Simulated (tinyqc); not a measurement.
CCD on RHF in the sto-3g basis, for H2O, spin multiplicity 1, step by step. One step of it, computed by the program tinyqc.

Question. CCD: starting amplitudes. t_ij^ab = <ij||ab> / (e_i + e_j - e_a - e_b), whose energy is MP2.

orbital energies (hartree): MO1 -20.241051, MO2 -1.285147, MO3 -0.629646, MO4 -0.460382, MO5 -0.394577, MO6 0.636107, MO7 0.770473

Two-electron integrals over orbitals (pq|rs), unique and non-zero (hartree):
```
(11|11) 4.744043    (21|11) -0.414451   (21|21) 0.057684    (22|11) 1.003114
(22|21) -0.012449   (22|22) 0.731839    (31|31) 0.011197    (32|31) 0.018081
(32|32) 0.146631    (33|11) 0.809753    (33|21) -0.004369   (33|22) 0.652358
(33|33) 0.641808    (41|11) 0.188142    (41|21) -0.022708   (41|22) 0.016953
(41|33) 0.006713    (41|41) 0.028421    (42|11) -0.124455   (42|21) 0.009497
(42|22) 0.010013    (42|33) 0.007323    (42|41) 0.018721    (42|42) 0.121804
(43|31) -0.003744   (43|32) 0.017568    (43|43) 0.046311    (44|11) 1.008621
(44|21) -0.014068   (44|22) 0.676372    (44|33) 0.605086    (44|41) -0.011756
(44|42) -0.104793   (44|44) 0.795233    (51|51) 0.026061    (52|51) 0.032319
(52|52) 0.143405    (53|53) 0.029416    (54|51) -0.013832   (54|52) -0.047680
(54|54) 0.057429    (55|11) 1.115332    (55|21) -0.011612   (55|22) 0.746839
(55|33) 0.635192    (55|41) 0.005242    (55|42) -0.066574   (55|44) 0.734123
(55|55) 0.880159    (61|11) -0.244019   (61|21) 0.036733    (61|22) -0.000248
(61|33) 0.000187    (61|41) -0.001177   (61|42) 0.020310    (61|44) -0.019996
(61|55) -0.006310   (61|61) 0.032490    (62|11) 0.315354    (62|21) -0.006647
(62|22) 0.145045    (62|33) 0.078769    (62|41) 0.018767    (62|42) 0.019132
(62|44) 0.091781    (62|55) 0.161178    (62|61) 0.006491    (62|62) 0.103490
(63|31) 0.003347    (63|32) -0.038968   (63|43) -0.026546   (63|63) 0.068721
(64|11) 0.211456    (64|21) -0.002051   (64|22) 0.090247    (64|33) 0.042659
(64|41) 0.002303    (64|42) -0.029751   (64|44) 0.119120    (64|55) 0.110952
(64|61) -0.000205   (64|62) 0.060059    (64|64) 0.064882    (65|51) 0.016134
(65|52) 0.060093    (65|54) -0.003102   (65|65) 0.039367    (66|11) 0.810358
(66|21) -0.006879   (66|22) 0.620290    (66|33) 0.576312    (66|41) 0.021796
(66|42) 0.059817    (66|44) 0.550876    (66|55) 0.592508    (66|61) 0.008419
(66|62) 0.098533    (66|64) 0.043365    (66|66) 0.600868    (71|31) 0.015532
(71|32) 0.023307    (71|43) -0.005381   (71|63) 0.004117    (71|71) 0.021610
(72|31) 0.013667    (72|32) 0.037064    (72|43) -0.035004   (72|63) 0.036259
(72|71) 0.017935    (72|72) 0.060619    (73|11) 0.360280    (73|21) -0.007661
(73|22) 0.132403    (73|33) 0.090715    (73|41) -0.000996   (73|42) -0.076559
(73|44) 0.161814    (73|55) 0.186926    (73|61) -0.007313   (73|62) 0.077645
(73|64) 0.075173    (73|66) 0.036819    (73|73) 0.151742    (74|31) -0.010009
(74|32) -0.078132   (74|43) 0.005060    (74|63) 0.042180    (74|71) -0.013608
(74|72) -0.016216   (74|74) 0.069253    (75|53) 0.023579    (75|75) 0.024039
(76|31) 0.009467    (76|32) 0.099802    (76|43) 0.044613    (76|63) -0.062570
(76|71) 0.012405    (76|72) -0.011694   (76|74) -0.057539   (76|76) 0.114704
(77|11) 0.872077    (77|21) -0.009415   (77|22) 0.627273    (77|33) 0.616502
(77|41) 0.004312    (77|42) -0.011889   (77|44) 0.612318    (77|55) 0.626898
(77|61) -0.005291   (77|62) 0.070117    (77|64) 0.039366    (77|66) 0.569918
(77|73) 0.090952    (77|77) 0.623243
```

Give: Starting amplitudes; correlation energy.

Answer.

Starting amplitudes (spin orbitals 1a, 1b, ...; amplitudes related by a flip of all spins are not repeated; the 24 largest):
```
from      to          t
3a 3b  7a 7b    -0.0542
3a 4b  6b 7a     0.0301
4a 4b  6a 6b    -0.0296
4a 4b  7a 7b    -0.0281
3a 3b  6a 6b    -0.0271
2a 2b  6a 6b    -0.0269
2a 3b  6a 7b    -0.0234
2a 4b  6a 6b    -0.0199
5a 5b  6a 6b    -0.0191
3a 4b  6a 7b    -0.0169
2a 2b  7a 7b    -0.0147
3a 4a  6a 7a     0.0132
2a 3a  6a 7a    -0.0125
2a 3b  6b 7a     0.0109
5a 5b  7a 7b    -0.0103
2a 4b  7a 7b     0.0049
1a 1b  6a 6b    -0.0008
1a 2b  7a 7b    -0.0008
1a 4b  7a 7b     0.0006
1a 1b  7a 7b    -0.0005
1a 3a  6a 7a     0.0005
1a 3b  6a 7b   3.28e-04
1a 2b  6a 6b  -2.85e-04
1a 3b  6b 7a   1.85e-04
```

correlation energy = -0.033568 hartree
